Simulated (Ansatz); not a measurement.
Compare A (`C1CCCCC1`) with its isomer B (`C=CCCCC`).

Computed with Ansatz on PBE0-D4/def2-TZVP structures; ΔE is electronic, products minus reactants. CBS: MP2 limit from def2 TZ/QZ plus the TZ coupled-cluster correction, frozen cores. Functionals use def2-TZVPP. B3LYP here is the variant with VWN-RPA as its local correlation; programs differ in this. Each species was taken in one conformer, which may not be the lowest.

(1) Which is lower in electronic energy at CCSD(T)/CBS, and by how much? (Estimate.)

(2) Give E(B) − E(A) in kcal/mol with PBE0-D4, B3LYP-D4, CCSD/def2-TZVPP, ωB97M-V, PBE-D4, HF/def2-TZVPP, MP2/def2-TZVPP. (Estimate.)

Largest T1 diagnostic: 0.009.

Results:

(1) Computed: A, by 15.2 kcal/mol.

(2) Computed: PBE0-D4 18.3, B3LYP-D4 12.3, CCSD/def2-TZVPP 15.6, ωB97M-V 16.0, PBE-D4 15.4, HF/def2-TZVPP 11.3, MP2/def2-TZVPP 17.3. None reverses the order clearly.

In def2-TZVPP, CCSD(T) changes the Hartree–Fock value by +4.0 kcal/mol (the triples alone add −0.3 kcal/mol) and MP2 by +6.0 kcal/mol. From PBE to PBE0 (25 % exact exchange), in def2-TZVPP and without D4, E(B) − E(A) moves by +3.1 kcal/mol.
